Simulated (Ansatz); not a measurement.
AlH2(CH2SiH3) (CH7AlSi) was relaxed with r2SCAN-D4 (def2-TZVP) in Ansatz in these states: charge +1 doublet, neutral singlet. The geometries follow in no particular order.

A:

```xyz
10

Al    1.261   -1.154    0.569
H     0.803   -2.646    0.855
H     2.495   -0.532    1.347
C     0.289   -0.075   -0.727
Si   -1.120    0.914    0.000
H     0.971    0.636   -1.208
H    -0.134   -0.721   -1.507
H    -2.108    0.011    0.652
H    -0.614    1.849    1.043
H    -1.843    1.718   -1.022
```

B:

Cartesian coordinates in Å:
```
Al -1.495 0.329 0.274
H -2.020 -0.768 1.250
H -1.769 1.705 -0.411
C 0.765 0.445 0.767
Si 0.787 -0.614 -0.795
H 1.024 1.502 0.731
H 0.855 -0.003 1.755
H -0.725 -0.697 -1.130
H 1.389 0.102 -1.931
H 1.188 -2.001 -0.508
```

Question: Judge from the bond lengths which geometry belongs to which state (an estimate).

Answer: A is the neutral singlet (Al1–C4 1.947 Å, Si5–H8 1.489 Å, Al1–H2 1.586 Å); B is the charge +1 doublet (Al1–C4 2.316 Å, Si5–H8 1.551 Å, Al1–H2 1.560 Å).
